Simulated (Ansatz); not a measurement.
# One elementary step

Start structure (H$_{2}$Cl, doublet), relaxed at PBE0-D4/def2-TZVP:

H1  (-1.596, 0.907, 0.760)
Cl2  (1.312, -0.745, -0.625)
H3  (0.284, -0.161, -0.135)
(Å)

The step: HCl + H → Cl + H₂; bonds formed: H1–H3; bonds broken: Cl2–H3. Program: Ansatz 0.2.0. Basis: def2-TZVPP and def2-QZVPP. Cores are frozen in the correlated methods; orbitals are unrestricted. Extrapolation: Hartree–Fock as exp(−7.88 √X), correlation as X^−2.97. Energies below are by CCSD(T) at an estimated basis limit (MP2 extrapolated from triple and quadruple zeta, plus CCSD(T) − MP2 in triple zeta).

Problem. What are the electronic barrier and the energy of the step, from the start structure to the end structure? (To be estimated.)

Solution. The calculation gives: Barrier 21.7 kJ/mol; step energy -9.8 kJ/mol (downhill); reverse barrier, their difference, 31.4 kJ/mol. Barrier and step energy count from the start structure, the reverse barrier from the end structure.

The saddle point: One imaginary mode of 863i cm⁻¹.
```csv
pair,start (Å),saddle (Å),end (Å)
H1–H3,2.34,1.08,0.75
Cl2–H3,1.28,1.38,2.63
```

Zero-point energy (harmonic, PBE0-D4): ZPE is 19.6 kJ/mol at the start and 15.2 kJ/mol at the saddle, so the barrier goes from 21.7 to 17.3 kJ/mol.

First-order rate constant out of the start structure at 498 K by transition-state theory, with harmonic vibrational free energies alone and no tunnelling: ΔA‡ = 32.3 kJ/mol, so k = (kB T/h) exp(−ΔA‡/kB T) ≈ 10^10 s⁻¹ (an order of magnitude at best: rotation, the number of equivalent paths and anharmonicity are left out).

No T1 diagnostic of these runs exceeds 0.014. ⟨S²⟩ of the unrestricted Hartree–Fock references: 0.75 to 0.78 (a pure state has 0.75).

For scale, one of the runs: CCSD(T)/def2-TZVPP, 70 basis functions, launched by `ansatz run in.yaml --threads 2 --pin off --events-out ev --progress --plain --max-ram 4352MiB`. Hardware: 2 CPU threads of an Arm Neoverse V2, shared host. Wall time about 1.4 s.
